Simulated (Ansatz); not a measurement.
Mulliken charges of C₄H₄N₂, SMILES `CC1=C=NC=N1` from B3LYP/def2-TZVPP in Ansatz (PBE0-D4/def2-TZVP geometry).

```csv
atom,x (Å),y (Å),z (Å),charge (e)
C1,-0.988,-0.962,1.007,-0.223
C2,-0.055,-0.251,0.120,0.120
C3,1.042,-0.447,-0.610,0.129
N4,1.771,0.287,-1.357,-0.251
C5,0.959,1.348,-1.093,0.041
N6,-0.077,1.080,-0.266,-0.274
H7,-0.694,-2.006,1.110,0.088
H8,-2.003,-0.925,0.604,0.107
H9,-1.000,-0.504,1.998,0.107
H10,1.128,2.330,-1.510,0.155
```

By hand: the dipole of these point charges (1 e Å = 4.8032 D).

Σ q r = (-0.244, -0.154, 0.222) e Å, of length 0.364 e Å = 1.75 D.

How does the dipole of the full density compare? (An estimate is asked.)

Computed: (-0.209, -0.323, 0.248) e Å, 2.20 D; the point charges give 0.80 times that, at 21° from its direction.

Point charges leave out the atoms' own dipoles, such as those of lone pairs, and Mulliken's split depends on the basis, so the two needn't agree.

B3LYP here is the variant with VWN-RPA as its local correlation; programs differ in this.
